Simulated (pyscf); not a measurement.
H₂S + Cl–Ge:–Cl [singlet] -> HS–GeH(Cl)–Cl (insertion; singlet surface; H–S broken, Ge–S, Ge–H formed). Single points on ωB97X-D3(BJ)/def2-SVP structures (PySCF, gas phase). Correlated levels are frozen-core, on RHF or UHF. ΔMP2 is the change of the MP2 total energy from the triple- to the quadruple-zeta basis. Energies in kcal/mol from the separated reactants.

```
level                             barrier  reaction energy
--------------------------------  -------  ---------------
PBE/def2-TZVP                        22.6            -16.6
r²SCAN/def2-TZVP                     21.6            -23.3
ωB97M-D3(BJ)/def2-TZVP                  …            -19.0
HF/def2-TZVP                         49.9            -20.9
MP2/def2-QZVPP                       25.2            -26.1
CCSD(T)/def2-TZVPP                   28.3            -24.7
CCSD(T)/def2-TZVPP + ΔMP2(QZVPP)        …                …
```

Some entries are withheld; supply them.


- ωB97M-D3(BJ)/def2-TZVP, barrier: 33.5
- CCSD(T)/def2-TZVPP + ΔMP2(QZVPP), barrier: 28.7
- CCSD(T)/def2-TZVPP + ΔMP2(QZVPP), reaction energy: -22.7

On the reactant side the descent ends in a bound adduct (not fully relaxed), 12.0 kcal/mol under the separated species and 41.8 kcal/mol under the saddle at ωB97X-D3(BJ)/def2-TZVP. One saddle was located; it need not be the lowest between these sides. The CCSD(T) − MP2 part came from Ansatz, without density fitting, on the same reference. The frozen core leaves the outer d or s,p core shells of the metals and heavy elements correlated in the MP2 and CC values, and def2-TZVPP describes them poorly, which can shift differences by a few kcal/mol. Elements up to Kr have no core potential and no relativistic terms here.
